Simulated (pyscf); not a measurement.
Thermochemistry of product channels of H₃C–O–GaH₂ on the singlet surface, in kcal/mol, from ωB97M-D3(BJ)/def2-TZVP energies (ideal gas, 1 atm, RRHO with modes under 100 cm⁻¹ raised to 100, one conformer, R ln 2 for chiral ones without a mode under 150 cm⁻¹). Single points on ωB97X-D3(BJ)/def2-SVP structures (PySCF, gas phase).

| products | ΔE | ΔH(298 K) | ΔG(298 K) | ΔG(600 K) |
|---|---|---|---|---|
| H₃C–GaH–OH | -21.8 | -21.1 | -21.3 | -21.8 |
| H₃C–O–Ga [singlet] + H₂ | +3.1 | +1.8 | -6.8 | -15.7 |
| CH₄ + O=GaH | +21.8 | +21.9 | +13.9 | +5.9 |

The channel to CH₄ + O=GaH turns favourable between 298 and 1200 K (ΔG from +13.9 kcal/mol to -9.1 kcal/mol).

These are energies of the channels, which say nothing of barriers. O=GaH lies 48.1 kcal/mol over its isomer HO–Ga [singlet] (electronic energy, ωB97M-D3(BJ)). Elements up to Kr have no core potential and no relativistic terms here.
